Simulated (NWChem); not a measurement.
**Correlation energy of Na (+1)**

```
Na
```
Charge +1, spin multiplicity 1.

Everything below was run with NWChem.

Basis set: STO-3G. Each correlation energy counts from its own Hartree-Fock reference.

```
method        correlation energy (mHa)  difference from CCSD(T)
------------  ------------------------  -----------------------
CCSD                             -39.1                     +1.6
CCSD(T)                          -40.7                      0.0
CR-CCSD(T)                       -40.7                     +0.1
SCS-MP2                          -36.5                     +4.2
CR-CCSD[T]                       -40.9                     -0.1
CCSD+T(CCSD)                     -41.0                     -0.2
CCSDT                            -40.7                      0.0
MP2                              -38.0                     +2.8
```

The values span 4.4 mHa, from CCSD+T(CCSD) (lowest) to SCS-MP2 (highest). 

The correlated methods keep 1 core orbital frozen. No row is a measurement; the coupled-cluster row has its own basis-set and correlation limits.
